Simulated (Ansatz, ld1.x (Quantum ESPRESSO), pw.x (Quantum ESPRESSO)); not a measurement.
**Hf (Z = 72): one change to the PAW potential, in the atom and in the sc crystal**

* Element: hafnium (Hf)
* Generator: ld1.x (Quantum ESPRESSO) 7.5
* Type: PAW
* Functional: LDA (PW92)
* Relativity: scalar-relativistic
* Frozen core: [Kr] 4d10 4f14
* Valence charge: 12
* Reference configuration: 5s2 5p6 5d2 6s2 6p0
* Partial waves: 5s (bound): rcut 1.95, rcutus 2.30 bohr; 6s (bound): rcut 1.95, rcutus 2.30 bohr; 5p (bound): rcut 1.75, rcutus 1.90 bohr; 6p (bound, empty): rcut 1.75, rcutus 1.90 bohr; 5d (bound): rcut 1.75, rcutus 2.05 bohr; 5d channel at 3.1 Ry: rcut 1.75, rcutus 2.05 bohr
* Local potential: all-electron potential smoothed inside 1.95 bohr (lloc = -2)
* Core correction: none
* Augmentation charge: PSQ, inside the norm-conserving radii

Change: local potential all-electron potential smoothed inside 1.78 bohr (lloc = -2).

Cutoffs, loose and tight: the cutoffs (Ry, on a coarse ladder) from which the occupation-weighted sum of valence levels, in a spherical-Bessel basis at the reference potential, stays within 10 and 1 mRy of its value at 400 Ry. They do not see the model core or the augmentation charge, which bear on the density cutoff. Test errors are all-electron minus pseudo excitation energies from the reference, over the configurations 5s2 5p6 5d2 6s1 6p0; 5s2 5p6 5d2 6s0 6p0; 5s2 5p6 5d1 6s0 6p0; 5s2 5p6 5d3 6s0 6p0; 5s2 5p6 5d2 6s0 6p1; 5s2 5p6 5d2.5 6s1.5 6p0; 5s2 5p6 5d2 6s1.5 6p0 (two spin-polarised tests are not counted in the largest error); variants that change the core or the reference have their own tests.

Crystal test: sc Hf in pw.x 7.5, no spin, 12³ k-points, Fermi–Dirac smearing 0.01 Ry, cutoffs set for each file from its atomic test. The reference is all-electron LAPW (Ansatz 0.2.0) with the same functional, mesh and smearing; V0 and B0 come from Birch–Murnaghan fits to the pressures at five volumes. Errors are pseudo minus all-electron; Δ is the rms difference of the E(V) curves that follow from these fits, minima aligned, over ±6 % about the mean V0. Mesh and smearing are coarse, so the numbers serve the comparison and aren't converged zero-temperature values; the lattice is a test structure that the element need not adopt.

All-electron: a0 = 2.830 Å (V0 = 22.66 Å³/atom), B0 = 85.3 GPa.

Question: Does the change bring the crystal closer to the all-electron result?

Answer: The mean pressure error goes from -1.96 to -2.19 GPa, so the change moves the solid further from the all-electron pressures.

| quantity | base | changed |
| --- | --- | --- |
| outcome (atom) | generated | generated |
| cutoff, loose (atom) | 25 Ry | 25 Ry |
| cutoff, tight (atom) | 40 Ry | 40 Ry |
| bound ghosts (atom) | none | none |
| largest test error (meV) (atom) | -2.6 over the solved tests; test run stopped at test 3 of 9 (negative rho) | -2.4 over the solved tests; test run stopped at test 3 of 9 (negative rho) |
| cutoffs in pw.x (Ry) | 50/400 | 50/400 |
| a0 (Å) | 2.807 | 2.804 |
| a0 error (%) | -0.82 | -0.92 |
| B0 error (%) | -2.0 | -2.4 |
| Δ (meV/atom) | 10.2 | 11.5 |
| mean pressure error (GPa) | -1.96 | -2.19 |

Base: This is a poor potential for the solid. Atomic configuration tests: test run stopped at test 3 of 9 (negative rho). Changed file: This is a poor potential for the solid. Atomic configuration tests: test run stopped at test 3 of 9 (negative rho). The atomic cutoffs weigh occupied waves only.
